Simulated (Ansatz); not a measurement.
**AlNH3 (quartet): the correlation ladder at distance Al1–H4 along a hydrogen transfer = 2.351 Å, cc-pVDZ**

How much of the correlation energy of AlNH3 (quartet) does each wave-function method recover here?

The runs use Ansatz 0.2.0, Gaussian basis; cc-pVDZ, core rule «outside noble gas», up to 6 orbitals frozen.

To be run: UHF; CCSD(T) on ROHF; CCSD(T) on UHF; BCCD(T) on ROHF; CISD; CCSDT(Q) on ROHF; CCSDT(Q) on UHF; CASSCF and MRCISD+Q, 5 electrons in 5 orbitals; CASSCF and NEVPT2, 5 electrons in 5 orbitals.

13 further runs of the same task are left out: 9 for a known fault of the program, 4 that didn't finish.

### Step 1. The system

The geometry derives from fragments relaxed apart (PBE0/def2-TZVP) and kept rigid, so it is no stationary point. A hydrogen atom is moved between rigid fragments.

5 atoms, charge 0, spin multiplicity 4.

Atoms are counted from 1 here; the program's logs count them from 0.

Bond lengths: Al1–H2 1.586 Å, Al1–H3 1.586 Å, H4–N5 1.040 Å. Angles: H2–Al1–H3 120.0°.

As a file:

```
Al   -1.0967    0.0000    0.0000
H    -1.8896    1.3734    0.0000
H    -1.8896   -1.3734    0.0000
H     1.2543    0.0000    0.0000
N     2.2943    0.0000    0.0000
```

### Step 2. UHF

File in.yaml:

```yaml
crystal:
  periodic: [false, false, false]
  atoms:
    - {symbol: Al, position_ang: [-1.096698, 0.000000, 0.000000]}
    - {symbol: H, position_ang: [-1.889622, 1.373384, 0.000000]}
    - {symbol: H, position_ang: [-1.889622, -1.373384, 0.000000]}
    - {symbol: H, position_ang: [1.254302, 0.000000, 0.000000]}
    - {symbol: N, position_ang: [2.294302, 0.000000, 0.000000]}
basis:
  gaussian: {orbitals: cc-pVDZ}
magnetization: {spin_polarized: true, initial_magnetization: 3}
hamiltonian: {xc: hf}
output: {orbitals: {seedname: orbitals}}
```

Launch:

```sh
> ansatz run in.yaml --threads 1 --pin off --events-out ev --progress --plain --max-ram 2393MiB
```

Further steps of the session: CCSD(T) on ROHF; CCSD(T) on UHF; BCCD(T) on ROHF; CISD; CCSDT(Q) on ROHF; CCSDT(Q) on UHF; CASSCF and MRCISD+Q, 5 electrons in 5 orbitals; CASSCF and NEVPT2, 5 electrons in 5 orbitals.

Q: Predict the results of all the runs planned. Wanted: UCCSDT(Q) below the RHF energy; RMP2 from UCCSDT(Q); UMP2 from UCCSDT(Q); RCCSD from UCCSDT(Q); RCCSD(T) from UCCSDT(Q); UCCSD(T) from UCCSDT(Q); RCCSDT(Q) from UCCSDT(Q); NEVPT2 pair from UCCSDT(Q); MRCISD+Q pair from UCCSDT(Q).

**Answer**, as computed:

```
                         quantity                                                                  value
   UCCSDT(Q) below the RHF energy                                                             -5.8491 eV
              RMP2 from UCCSDT(Q)                                                            +1175.2 meV
              UMP2 from UCCSDT(Q)                                                            +1169.2 meV
             RCCSD from UCCSDT(Q)                                                             +111.6 meV
          RCCSD(T) from UCCSDT(Q)                                                              +27.5 meV
          UCCSD(T) from UCCSDT(Q)                                                              +25.8 meV
         RCCSDT(Q) from UCCSDT(Q)                                                               +1.6 meV
       NEVPT2 pair from UCCSDT(Q)                                                            +1113.7 meV
     MRCISD+Q pair from UCCSDT(Q)                                                              +17.9 meV
levels within 1 kcal/mol (43 meV)  RCCSD(T), UCCSD(T), BCCD(T), RCCSDT, UCCSDT, RCCSDT(Q), MRCISD+Q pair
                    T1 diagnostic                                                                  0.021
```

What this shows: RCCSD(T) lands +27.5 meV from the yardstick (0.5 % of the correlation energy). Of the multireference levels listed MRCISD+Q pair comes nearest in total energy (+17.9 meV), which doesn't show that its space is the better one. These misses are within one basis, not against nature; the frozen cores of restricted and unrestricted runs differ, which can shift their rows.
